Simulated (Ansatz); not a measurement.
A nudged elastic band was laid between two geometries of H$_{2}$S$_{2}$Si (5 atoms, charge 0, multiplicity 1).

All numbers below come from RKS B3LYP-D4/6-31G* (Ansatz 0.2.0).

- movable images: 5
- climbing image: yes
- spring: 5.0 eV/Å²
- optimiser: quadratic models (default)
- start path: through a guess of the saddle point
- force threshold: 0.05 eV/Å
- iteration limit: 60
- end points: relaxed

Image 0:

```xyz
5
Properties=species:S:1:pos:R:3
S -1.919 0.625 0.779
Si -0.508 -0.314 -0.199
S 1.580 0.056 -0.159
H -0.670 -1.449 -1.138
H 1.517 1.082 0.718
```

Image 6:

```xyz
5
Properties=species:S:1:pos:R:3
S -2.357 0.423 0.665
Si -0.597 -0.097 -0.005
S 1.237 0.828 0.539
H -0.298 -1.189 -0.967
H 2.015 0.035 -0.233
```

Which bonds break or form, and what moves?

No bond is made or broken. The dihedral S1–Si2–S3–H5 goes from 0 to 180°.

Give the energies along the band, and the barrier.

The run converged. The highest image is number 3 of 0 to 6, 8.6 kcal/mol above the first end and 7.0 kcal/mol above the last; the last end lies 1.7 kcal/mol above the first. A vibrational analysis at the climbing image gives one clearly imaginary mode, 353i cm⁻¹: a first-order saddle point.

```json
{"image": "0", "path coordinate (Å)": "0.00", "energy (kcal/mol)": "0.0", "dihedral S1–Si2–S3–H5 (°)": "0"}
{"image": "1", "path coordinate (Å)": "0.44", "energy (kcal/mol)": "2.4", "dihedral S1–Si2–S3–H5 (°)": "32"}
{"image": "2", "path coordinate (Å)": "0.89", "energy (kcal/mol)": "6.7", "dihedral S1–Si2–S3–H5 (°)": "63"}
{"image": "3", "path coordinate (Å)": "1.33", "energy (kcal/mol)": "8.6", "dihedral S1–Si2–S3–H5 (°)": "92"}
{"image": "4", "path coordinate (Å)": "1.80", "energy (kcal/mol)": "6.8", "dihedral S1–Si2–S3–H5 (°)": "121"}
{"image": "5", "path coordinate (Å)": "2.27", "energy (kcal/mol)": "3.4", "dihedral S1–Si2–S3–H5 (°)": "150"}
{"image": "6", "path coordinate (Å)": "2.74", "energy (kcal/mol)": "1.7", "dihedral S1–Si2–S3–H5 (°)": "180"}
```

What is the geometry of the highest image?


```xyz
5
Properties=species:S:1:pos:R:3:forces:R:3
S -2.158 0.613 0.592 0.00 0.00 0.00
Si -0.548 -0.173 -0.191 0.00 -0.01 0.00
S 1.375 0.779 -0.405 0.00 0.00 -0.01
H -0.507 -1.536 -0.777 0.00 0.00 0.00
H 1.837 0.317 0.781 0.00 0.00 0.01
```

What are the harmonic wavenumbers there?

353i, 201, 424, 472, 720, 733, 848, 2257, 2658 cm⁻¹.

The band took 7 iterations and of the order of 30 core-seconds.

Time of the run: 30 s on 1 thread of AMD EPYC 9R45 96-Core Processor (Zen 5), with other jobs on the host, peak memory 0.13 GiB.
